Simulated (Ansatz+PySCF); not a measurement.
# singlet NH₃: levels of theory in one basis

```yaml
atoms:
  - { symbol: N, position_ang: [0.0000, 0.0000, 0.1313] }
  - { symbol: H, position_ang: [1.0107, 0.0000, -0.3064] }
  - { symbol: H, position_ang: [-0.5054, 0.8753, -0.3064] }
  - { symbol: H, position_ang: [-0.5054, -0.8753, -0.3064] }
```

Basis set: def2-SVP (spherical functions). Frozen core: 1 orbital. Charge 0, multiplicity 1.

Computed with Ansatz (development build ahead of 0.2.0); each method stands on the lowest determinant of its kind that the runs found. NEVPT2 correlates all electrons. Active spaces start from the frontier orbitals, and the lowest solution found is given.

```json
{"method": "RHF", "E − E(RHF) (eV)": "0.00", "<S²> of the determinant": "0.00"}
{"method": "RHF-MP2", "E − E(RHF) (eV)": "-5.23", "<S²> of the determinant": "–"}
{"method": "RHF-CCSD", "E − E(RHF) (eV)": "-5.68", "<S²> of the determinant": "–"}
{"method": "RHF-CCSD(T)", "E − E(RHF) (eV)": "-5.81", "<S²> of the determinant": "–"}
{"method": "SC-NEVPT2(8,7)", "E − E(RHF) (eV)": "-5.20", "<S²> of the determinant": "–"}
```

(1) What does CASSCF(8,7) give on the same scale?

(2) Is a single determinant a sound starting point here?

Answers

(1) -2.29 eV.

(2) By this sign, yes. Unrestricted orbitals gain 0.00 eV and <S²> is 0.00 against 0.00 for a pure state. The CASSCF(8,7) natural occupations are 2.00, 1.97, 1.97, 1.97, 0.03, 0.03, 0.03.
